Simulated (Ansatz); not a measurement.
`BC` → `[BH2]`• + `[CH3]`•  (homolysis of the B–C bond)

Program: Ansatz. Geometries: PBE0-D4/def2-TZVP. ΔE: electronic, gas phase. CCSD(T)/CBS is extrapolated from def2-TZVPP and def2-QZVPP, frozen cores. Open shells (•) are unrestricted, without spin–orbit coupling.

```csv
level,ΔE (kcal/mol)
MP2/cc-pV(T+d)Z,110.6
HF/CBS(cc),80.6
```

(1) What does CCSD(T)/CBS give? (An estimate is asked.)

Largest T1 diagnostic among the species: 0.010.

Results:

(1) Ansatz gave: +110.2 kcal/mol. The listed levels differ from it by 0.4, -29.6 kcal/mol.

In def2-TZVPP, CCSD(T) changes the Hartree–Fock value by +27.6 kcal/mol (the triples alone add +2.1 kcal/mol) and MP2 by +30.0 kcal/mol; breaking electron pairs costs correlation energy, which Hartree–Fock lacks. From PBE to PBE0 (25 % exact exchange), in def2-TZVPP and without D4, ΔE moves by −1.4 kcal/mol: exact exchange takes away binding that semilocal exchange gives to molecules. Leaving LDA and LC-ωPBE aside and taking each functional with its dispersion term where it has one, the values, not all of them listed here, spread over 9.0 kcal/mol, from r2SCAN0-D4 to ωB97M-V. LDA lies +17.3 kcal/mol from PBE without D4, its usual overbinding.
